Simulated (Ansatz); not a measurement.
C₄H₆O, SMILES `OC1=CCC1`, charge 0, multiplicity 1.

(1) Give a relaxed structure at PBE0-D4/def2-TZVP (the Gaussian-basis code of Ansatz). (Best estimate.)

Answers

(1) The calculation gave: 
```xyz
11

O     0.7076    0.4770    2.0160
C     0.1439    0.1685    0.8362
C    -1.1044   -0.1384    0.4758
C    -0.7154   -0.3049   -0.9748
C     0.7370    0.0554   -0.5372
H     1.6443    0.6429    1.8829
H    -2.0416   -0.2348    1.0060
H    -0.8161   -1.3128   -1.3871
H    -1.1563    0.4093   -1.6759
H     1.1301    0.9822   -0.9658
H     1.4709   -0.7442   -0.6762
```
Point group Cs.
This is one stationary point; other conformers may exist.
